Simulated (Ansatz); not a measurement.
Density of states of Ta2N (P-3m1, a = 3.079 Å, b = 3.079 Å, c = 4.823 Å, α = 90.00°, β = 90.00°, γ = 120.00°), in states per eV and primitive cell, averaged over bins of 0.5 eV. Computed with DFT PBEsol, scalar-relativistic, plane waves, PAW (Ansatz 0.2.0).

Cutoff 420 eV; k points 18×18×10 on the computed 3-atom cell (Γ-centred); Gaussian smearing, width 0.10 eV; no spin polarisation.

The cell is relaxed at this level. The states (both spins) are summed by tetrahedra on a 27×27×15 mesh at the self-consistent density. Energies are bin centres; the table starts no lower than −8 eV and ends at 6 eV, or lower where the solved bands end.

It is a metal at this level.

```
E − E_F (eV) total Ta 5d N 2p Ta 6s N 2s
       -7.80   1.26   0.36  0.68   0.16  0.01
       -7.30   1.66   0.49  0.98   0.14  0.01
       -6.80   3.52   1.07  2.26   0.09  0.01
       -6.30   2.72   0.86  1.80   0.01  0.00
       -5.80   0.00   0.00  0.00   0.00  0.00
       -5.30   0.00   0.00  0.00   0.00  0.00
       -4.80   0.06   0.04  0.00   0.01  0.00
       -4.30   0.54   0.44  0.02   0.05  0.02
       -3.80   1.57   1.09  0.09   0.29  0.04
       -3.30   1.68   1.25  0.09   0.26  0.01
       -2.80   2.77   2.19  0.15   0.29  0.02
       -2.30   1.98   1.56  0.15   0.14  0.01
       -1.80   2.57   2.03  0.18   0.18  0.06
       -1.30   0.72   0.60  0.05   0.05  0.01
       -0.80   0.84   0.77  0.05   0.01  0.00
       -0.30   1.18   1.06  0.08   0.01  0.00
        0.20   1.23   1.09  0.10   0.01  0.00
        0.70   1.76   1.52  0.17   0.02  0.01
        1.20   2.05   1.73  0.22   0.04  0.02
        1.70   2.63   2.19  0.30   0.05  0.03
        2.20   2.48   2.08  0.27   0.05  0.03
        2.70   1.99   1.69  0.16   0.05  0.04
        3.20   2.55   2.13  0.19   0.09  0.07
```

The columns after the total are the main Löwdin projections on the occupied valence shells of the potentials; 2 others are left out. The rest of the total lies in those, in shells that are empty in the free atom, which aren't projected, and between the atoms.

Spin-orbit coupling is left out, which matters for the bands of heavy elements. Spin polarisation was left out, and a magnetic state may lie lower.

Whether Ta2N exists in this form wasn't checked.

Cost: 1 run of about 2.9 core-minutes, on Intel Xeon Processor @ 2.50GHz (Skylake/Cascade Lake) (shared hosts).